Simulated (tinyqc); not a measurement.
Starting guesses with plain Roothaan steps: SCF starting guesses in the sto-6g basis, for LiH, spin multiplicity 3. Computed by the program tinyqc with PySCF. 

Geometry (angstrom):
```
atom       x       y       z
Li    0.0000  0.0000  0.0000
H     0.0000  0.0000  1.6740
```

lowest solution found by these runs and by PySCF with stability checks = -7.858265 hartree

UHF with one setting changed at a time; a run stops when the energy changes by less than 1e-09 hartree and the error matrix is below 1e-5. Starts: the lowest orbitals of the core Hamiltonian, of the Wolfsberg-Helmholz matrix (K = 1.75), projected atomic densities, random orbitals, and the highest orbitals of the core Hamiltonian (a deliberately bad start).

Largest element of the error matrix X^T (FDS - SDF) X:
```
iteration     core  Wolfsberg-Helmholz  atomic densities   random  highest core orbitals
1          1.2e-01             1.2e-01           1.3e-01  8.7e-01                6.9e-02
2          2.6e-02             4.5e-02           1.3e-01  9.4e-02                1.2e-01
3          9.3e-03             1.7e-02           2.0e-02  3.5e-02                5.4e-02
4          3.7e-03             6.2e-03           4.3e-03  1.4e-02                2.0e-02
5          1.5e-03             2.3e-03           1.7e-03  6.2e-03                7.2e-03
6          5.8e-04             8.8e-04           7.6e-04  5.6e-03                2.7e-03
8          8.9e-05             1.9e-04           1.6e-04  4.0e-03                3.8e-04
10         1.4e-05             4.2e-05           3.4e-05  2.8e-03                5.6e-05
14               -                   -                 -  1.3e-03                      -
20               -                   -                 -  4.0e-04                      -
30               -                   -                 -  5.9e-05                      -
```

How each run ends:
```
run                    iterations  E (hartree)         state
core                           11    -7.808553        higher
Wolfsberg-Helmholz             13    -7.858265  lowest found
atomic densities               12    -7.858265  lowest found
random                         41    -7.858265  lowest found
highest core orbitals          13    -7.808553        higher
```

3 of 5 runs reach the lowest solution found, in 12 to 41 iterations (fastest: atomic densities). Ending on a higher stationary point: core, highest core orbitals; a small error matrix cannot reveal that, and an occupation fixed by the start is kept by symmetry or by the shape of the basin. The first errors are 1e-01, 1e-01, 1e-01, 9e-01, 7e-02; the deliberately bad start has the smallest one, so a small first error does not mark a good start.
